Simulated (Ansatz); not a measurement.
Input for Ansatz (development build ahead of 0.2.0):

```yaml
crystal:
  periodic: [false, false, false]
  atoms:
    - { symbol: Li, position_ang: [0.0, 0.0, -0.93434] }
    - { symbol: C, position_ang: [0.0, 0.0, 0.93434] }
basis:
  gaussian: { orbitals: def2-SVP }
magnetization:
  spin_polarized: true
  initial_magnetization: 3
hamiltonian:
  xc: hf
correlation:
  method: ccsd_t
  frozen_orbitals: { C: 1, Li: 0 }
```

The input is written out in the form of the current development build from the run's settings.

The run gave:

```yaml
Converged: yes
Reference_energy: -45.14487 hartree
Correlation_energy: -0.08458 hartree
Total_energy: -45.22945 hartree
Stability_test: minimum
```
